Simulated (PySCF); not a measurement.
## Atomic charges against the basis set

Chlorocyclopentane, C5H9Cl.
Numbering: `[Cl:1][CH:2]1[CH2:3][CH2:4][CH2:5][CH2:6]1` (hydrogens: H7 on C2; H8, H9 on C3; H10, H11 on C4; H12, H13 on C5; H14, H15 on C6)

Structure used (PBE0-D3(BJ)/def2-SVP), in Å, numbered top down from 1:
```xyz
15
C5H9Cl angstrom
Cl     1.990    0.122   -1.396
C      1.176   -0.418    0.128
C      0.573    0.779    0.844
C     -0.713    1.083    0.061
C     -1.112   -0.246   -0.624
C     -0.041   -1.265   -0.209
H      1.949   -0.946    0.701
H      0.337    0.463    1.875
H      1.267    1.628    0.911
H     -1.504    1.472    0.719
H     -0.518    1.859   -0.694
H     -1.112   -0.126   -1.717
H     -2.120   -0.581   -0.341
H     -0.341   -1.794    0.713
H      0.171   -2.028   -0.971
```

PBE0 throughout (PySCF), one geometry, spherical d and f functions. One conformer (not necessarily the lowest) at the PBE0-D3(BJ)/def2-SVP geometry, without solvent, vibrations or thermal averaging. Atoms taken as equivalent share a column and are averaged. The first 7 of 9 kinds of atom are listed.

Mulliken charges (e):

```json
{"basis": "pcSseg-0", "functions": "76", "Cl1": "-0.010", "C2": "-0.588", "C3/C6": "-0.407", "C4/C5": "-0.480", "H7": "+0.305", "H8/H14": "+0.258", "H9/H15": "+0.264"}
{"basis": "cc-pVDZ", "functions": "133", "Cl1": "-0.129", "C2": "-0.186", "C3/C6": "+0.005", "C4/C5": "-0.060", "H7": "+0.067", "H8/H14": "+0.045", "H9/H15": "+0.047"}
{"basis": "pcSseg-1", "functions": "154", "Cl1": "-0.137", "C2": "-0.299", "C3/C6": "-0.164", "C4/C5": "-0.227", "H7": "+0.162", "H8/H14": "+0.128", "H9/H15": "+0.141"}
{"basis": "aug-cc-pVDZ", "functions": "223", "Cl1": "-0.169", "C2": "-0.238", "C3/C6": "+0.814", "C4/C5": "+0.596", "H7": "-0.298", "H8/H14": "-0.243", "H9/H15": "-0.284"}
{"basis": "IGLO-III", "functions": "309", "Cl1": "-0.025", "C2": "-0.165", "C3/C6": "-0.264", "C4/C5": "-0.228", "H7": "+0.135", "H8/H14": "+0.119", "H9/H15": "+0.154"}
{"basis": "cc-pVTZ", "functions": "310", "Cl1": "-0.187", "C2": "-0.048", "C3/C6": "-0.159", "C4/C5": "-0.191", "H7": "+0.122", "H8/H14": "+0.092", "H9/H15": "+0.108"}
```

IAO charges (e):

```tsv
basis	functions	Cl1	C2	C3/C6	C4/C5	H7	H8/H14	H9/H15
pcSseg-0	76	-0.136	-0.113	-0.274	-0.283	+0.168	+0.145	+0.156
cc-pVDZ	133	-0.150	-0.073	-0.261	-0.266	+0.154	+0.135	+0.148
pcSseg-1	154	-0.150	-0.077	-0.261	-0.266	+0.156	+0.136	+0.148
aug-cc-pVDZ	223	-0.156	-0.072	-0.266	-0.272	+0.158	+0.139	+0.151
IGLO-III	309	-0.146	-0.079	-0.268	-0.274	+0.158	+0.139	+0.151
cc-pVTZ	310	-0.151	-0.076	-0.268	-0.274	+0.158	+0.139	+0.151
```

Hirshfeld charges (e):

```json
{"basis": "pcSseg-0", "functions": "76", "Cl1": "-0.092", "C2": "+0.029", "C3/C6": "-0.064", "C4/C5": "-0.060", "H7": "+0.041", "H8/H14": "+0.036", "H9/H15": "+0.036"}
{"basis": "cc-pVDZ", "functions": "133", "Cl1": "-0.088", "C2": "+0.019", "C3/C6": "-0.070", "C4/C5": "-0.066", "H7": "+0.044", "H8/H14": "+0.040", "H9/H15": "+0.039"}
{"basis": "pcSseg-1", "functions": "154", "Cl1": "-0.076", "C2": "+0.014", "C3/C6": "-0.075", "C4/C5": "-0.071", "H7": "+0.046", "H8/H14": "+0.043", "H9/H15": "+0.040"}
{"basis": "aug-cc-pVDZ", "functions": "223", "Cl1": "-0.061", "C2": "+0.001", "C3/C6": "-0.085", "C4/C5": "-0.080", "H7": "+0.050", "H8/H14": "+0.047", "H9/H15": "+0.044"}
{"basis": "IGLO-III", "functions": "309", "Cl1": "-0.048", "C2": "0.000", "C3/C6": "-0.086", "C4/C5": "-0.080", "H7": "+0.047", "H8/H14": "+0.046", "H9/H15": "+0.042"}
{"basis": "cc-pVTZ", "functions": "310", "Cl1": "-0.075", "C2": "+0.007", "C3/C6": "-0.079", "C4/C5": "-0.075", "H7": "+0.049", "H8/H14": "+0.045", "H9/H15": "+0.042"}
```

ESP-fitted charges (e):

| basis | functions | Cl1 | C2 | C3/C6 | C4/C5 | H7 | H8/H14 | H9/H15 |
| --- | --- | --- | --- | --- | --- | --- | --- | --- |
| pcSseg-0 | 76 | -0.215 | +0.093 | -0.161 | -0.114 | +0.075 | +0.088 | +0.076 |
| cc-pVDZ | 133 | -0.165 | -0.052 | -0.084 | -0.059 | +0.100 | +0.070 | +0.051 |
| pcSseg-1 | 154 | -0.178 | -0.032 | -0.081 | -0.060 | +0.096 | +0.069 | +0.050 |
| aug-cc-pVDZ | 223 | -0.178 | -0.041 | -0.082 | -0.063 | +0.100 | +0.070 | +0.051 |
| IGLO-III | 309 | -0.141 | -0.111 | -0.082 | -0.068 | +0.117 | +0.077 | +0.053 |
| cc-pVTZ | 310 | -0.174 | -0.031 | -0.085 | -0.064 | +0.095 | +0.069 | +0.051 |

Q: Which scheme is steadiest as the basis changes?

A: Largest range over the bases for any column: IAO 0.04 e, Hirshfeld 0.04 e, ESP-fitted 0.20 e, Mulliken 1.22 e. IAO and Hirshfeld charges move least and Mulliken charges most, counted in e.

Q: How much do the charges still move between the two largest bases, IGLO-III and cc-pVTZ?

A: At most, over all atoms: Mulliken 0.163 e, IAO 0.004 e, Hirshfeld 0.028 e, ESP-fitted 0.080 e.

Q: What do the same runs give for the total energy, the frontier levels and the dipole moment?

A: 
| basis | energy (Eh) | HOMO (eV) | LUMO (eV) | μ (D) |
| --- | --- | --- | --- | --- |
| pcSseg-0 | -654.8076 | -8.15 | 1.20 | 2.42 |
| cc-pVDZ | -655.7857 | -8.05 | 1.17 | 2.13 |
| pcSseg-1 | -655.7231 | -8.20 | 0.95 | 2.23 |
| aug-cc-pVDZ | -655.7994 | -8.17 | -0.18 | 2.23 |
| IGLO-III | -655.8534 | -8.10 | 0.64 | 2.01 |
| cc-pVTZ | -655.8545 | -8.14 | 0.93 | 2.16 |

The dipole is fixed by the density alone, so its range of 0.41 D shows that the density itself changes with the basis, not only its division among atoms.
